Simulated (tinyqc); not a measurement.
Ways to converge the cycle: SCF convergence aids in the sto-3g basis, for H2O, spin multiplicity 3. Computed by the program tinyqc with PySCF. Command: `OMP_NUM_THREADS=1 python tinyqc.py 114003 114004 out.jsonl`; one thread of a shared host (Intel(R) Xeon(R) Processor @ 2.60GHz), about 1 s.

Geometry (angstrom):

| atom | x | y | z |
|---|---|---|---|
| O | 0.0000 | 0.0000 | 0.0000 |
| H | 0.0000 | 0.8840 | 0.7780 |
| H | 0.0000 | -0.8840 | 0.7780 |

lowest solution found by these runs and by PySCF with stability checks = -74.705283 hartree

UHF with one setting changed at a time; a run stops when the energy changes by less than 1e-09 hartree and the error matrix is below 1e-5. The start is the core Hamiltonian. Damping d keeps d of the old density; a shift (hartree) raises the virtual levels; DIIS n extrapolates F over n matrices.

Largest element of the error matrix X^T (FDS - SDF) X:

| iteration | plain | damping 0.3 | damping 0.6 | shift 0.4 | DIIS 3 | DIIS 8 |
|---|---|---|---|---|---|---|
| 1 | 2.2e-01 | 2.2e-01 | 2.2e-01 | 2.2e-01 | 2.2e-01 | 2.2e-01 |
| 2 | 4.3e-02 | 9.8e-02 | 1.6e-01 | 1.6e-01 | 4.3e-02 | 4.3e-02 |
| 3 | 1.0e-02 | 4.1e-02 | 1.1e-01 | 5.4e-02 | 8.0e-03 | 8.0e-03 |
| 4 | 3.2e-03 | 1.9e-02 | 7.1e-02 | 1.7e-02 | 2.4e-03 | 2.4e-03 |
| 5 | 1.7e-03 | 8.7e-03 | 4.5e-02 | 7.1e-03 | 9.5e-04 | 9.5e-04 |
| 6 | 9.5e-04 | 4.2e-03 | 3.1e-02 | 3.6e-03 | 5.3e-04 | 4.1e-04 |
| 8 | 4.7e-04 | 1.4e-03 | 1.5e-02 | 1.3e-03 | 2.8e-05 | 3.3e-07 |
| 10 | 2.7e-04 | 6.6e-04 | 7.0e-03 | 5.0e-04 | 1.5e-06 | - |
| 14 | 8.7e-05 | 2.9e-04 | 1.8e-03 | 8.2e-05 | - | - |
| 20 | 1.6e-05 | 9.4e-05 | 4.8e-04 | 9.0e-06 | - | - |
| 30 | - | 1.4e-05 | 1.7e-04 | - | - | - |
| 45 | - | - | 3.6e-05 | - | - | - |

How each run ends:

| run | iterations | E (hartree) | state |
|---|---|---|---|
| plain | 22 | -74.705283 | lowest found |
| damping 0.3 | 33 | -74.705283 | lowest found |
| damping 0.6 | 58 | -74.705283 | lowest found |
| shift 0.4 | 20 | -74.705283 | lowest found |
| DIIS 3 | 10 | -74.705283 | lowest found |
| DIIS 8 | 9 | -74.705283 | lowest found |

6 of 6 runs reach the lowest solution found, in 9 to 58 iterations (fastest: DIIS 8). Plain steps already contract here, so damping only slows them. DIIS 3 and DIIS 8 gain by cancelling the error over several earlier matrices, much as a quasi-Newton step does.
